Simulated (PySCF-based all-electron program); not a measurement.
Bond force of Cl2, singlet

All-electron Kohn–Sham DFT on the free molecule, computed near the basis limit with an in-house program on PySCF integrals; the spin-free Dirac equation, no spin–orbit coupling, spin-restricted. Forces are good to about 0.003 eV/Å. In part, the full relativistic part was added along one bond alone. A positive force pushes the atoms apart.

```csv
r (Å),PBE (eV/Å)
1.68908,?
1.78844,?
1.808,?
2.009,-0.093
2.18587,-2.248
```

Question: What does PBE give at the lengths left open?

Answer: 1.68908 Å: 13.160 eV/Å; 1.78844 Å: 6.927 eV/Å; 1.808 Å: 5.991 eV/Å.

Question: Fit a Morse curve to the forces within 0.84 to 1.25 of the listed length with the smallest force. Where does the force vanish, what is the force constant, and what harmonic wavenumber follows with standard atomic masses?

Answer: PBE: 2.004 Å, 19 eV/Å², about 540 cm⁻¹. The points are far apart, so these are estimates.
